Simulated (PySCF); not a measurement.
CH5NSi.
Numbering: `[H]/[N:1]=[CH:2]/[SiH3:3]` (hydrogens: H4 on N1; H5 on C2; H6, H7, H8 on Si3)

Structure used (PBE0-D3(BJ)/def2-SVP), in Å, numbered top down from 1:
```
atom  x, y, z in Å
N1     1.5799   -0.4422   -0.5575
C2     0.7512    0.0709    0.2613
Si3   -1.1045    0.0427   -0.1303
H4     2.5416   -0.3558   -0.2050
H5     1.0716    0.5405    1.2175
H6    -1.8079   -0.8059    0.8815
H7    -1.6509    1.4312   -0.0187
H8    -1.3273   -0.4952   -1.5008
```

Theory: core-valence-separated Tamm–Dancoff BHandHLYP/aug-pcX-1 (pcseg-1 on H, def2-SVPD on Si) in PySCF, non-relativistic, gas phase, PBE0-D3(BJ)/def2-SVP geometry.

Computed carbon K-edge spectrum, Gaussian lines of 0.6 eV full width, highest printed point 100; it ends one width below the last computed root. No empirical shift is added; at this level the pattern usually sits a few eV under experiment.

photon energy (eV), absorption and a bar:
```
    281.6          1 
    281.8          8 ##
    282.0         34 ##########
    282.2         80 ########################
    282.4        100 ##############################
    282.6         68 ####################
    282.8         25 #######
    283.0          5 #
    283.2          1 
    283.4          0 
    283.6          0 
    283.8          0 
    284.0          0 
    284.2          0 
    284.4          0 
    284.6          0 
    284.8          0 
    285.0          0 
    285.2          0 
    285.4          0 
    285.6          0 
    285.8          1 
    286.0          5 #
    286.2         15 ####
    286.4         24 #######
    286.6         22 #######
    286.8         16 #####
    287.0         24 #######
    287.2         44 #############
    287.4         50 ###############
    287.6         35 ##########
    287.8         16 #####
    288.0         10 ###
    288.2         15 ####
```

Question: Where are the maxima, and which lines make them up?

Answer: 3 maxima:
- 282.4 eV: C2 (C=N carbon), 282.37 eV, f = 0.064, 1s→π*, 100 % of the height at the exact maximum
- 286.5 eV: C2 (C=N carbon), 286.46 eV, f = 0.016, 99 % of the height at the exact maximum
- 287.3 eV: C2 (C=N carbon), 287.31 eV, f = 0.027, 82 % of the height at the exact maximum; C2 (C=N carbon), 287.56 eV, f = 0.008, 18 % of the height at the exact maximum

Roots within 0.03 eV on the same or equivalent atoms count as one line; shares under 12 % aren't listed.

Vibrational structure and lifetime widths aren't in the curve. The ionisation threshold wasn't computed; near and above it a finite basis only mimics Rydberg series and continuum.
